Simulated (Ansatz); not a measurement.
Geometry optimisation, RKS BLYP-D4/def2-SVP in Ansatz.

input.yaml

```yaml
crystal:
  periodic: [false, false, false]
  atoms:
    - { symbol: B, position_ang: [0.016298, -0.378347, -0.384211] }
    - { symbol: Cl, position_ang: [0.011455, -0.018122, 2.649492] }
    - { symbol: H, position_ang: [1.063356, 0.175459, -0.619308] }
    - { symbol: H, position_ang: [-1.051052, 0.138235, -0.610223] }
    - { symbol: H, position_ang: [0.039063, -1.514587, 0.006277] }
    - { symbol: H, position_ang: [0.038681, -1.073237, 1.814273] }
basis:
  gaussian: { orbitals: def2-SVP }
hamiltonian:
  xc: blyp
  dispersion: d4
relax:
  f_tol: 0.03
  max_steps: 50
output:
  orbitals: {}
```

Run as:

```bash
$ ansatz run input.yaml --threads 1 --pin off --max-ram 2048MiB --backend cpu --events-out ev --progress --plain --runs-dir out
```

Q: Where does it end, and by what steps?

A: It converged. The force dipped under the threshold on the way, but the program's further checks kept it going. After 14 steps the energy has fallen by 0.126 eV; H6 moved furthest, 0.61 Å.

```csv
step,energy less start (eV),largest force component (eV/Å),accepted
0,0.0000,0.722,yes
1,-0.0300,0.711,yes
2,0.0017,1.254,no
3,-0.0451,0.614,yes
4,-0.0660,0.366,yes
5,-0.0831,0.168,yes
6,-0.1029,0.641,yes
7,-0.1157,0.601,yes
8,-0.1258,0.048,yes
9,-0.1255,0.079,no
10,-0.1261,0.004,yes
11,-0.1261,0.030,yes
12,-0.1261,0.002,yes
13,-0.1261,0.006,yes
14,-0.1263,0.010,yes
```

```xyz
6
Properties=species:S:1:pos:R:3
B 0.020 -0.342 -0.343
Cl 0.074 0.015 2.128
H 1.041 0.270 -0.563
H -1.053 0.192 -0.518
H 0.068 -1.550 -0.241
H -0.032 -1.256 2.393
```

Whether the end is a true minimum wasn't checked by a vibrational analysis.

The run took 13 s on 1 thread of Arm Neoverse V2, on a shared host, peak memory 0.1 GiB.
